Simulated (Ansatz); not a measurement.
System: zinc-blende ZnSe. Method: r²SCAN (PAW; Ansatz, a first-principles code).

Total energies, extrapolated to zero smearing (they compare only within this program, potentials and cutoff; free atoms with spin allowed, lowest state found):

```csv
system,energy (eV/atom)
"zinc-blende ZnSe, relaxed",-4402.7498
free Zn atom,-3324.1991
free Se atom,-5475.5993
```

Problem. Work out the cohesive energy per atom.

Solution. E_coh = [1 × (-3324.1991) + 1 × (-5475.5993)]/2 − (-4402.7498) = 2.85 eV/atom. The reference value is 2.67 eV/atom (measured, zero-point energy (9/8 kB θD) added and atomic spin-orbit splittings removed, spin-orbit-averaged atoms; as tabulated in Albrecht et al. (1997), arXiv:cond-mat/9706128), a difference of +0.18 eV/atom.

The PAW data were made under PBE.
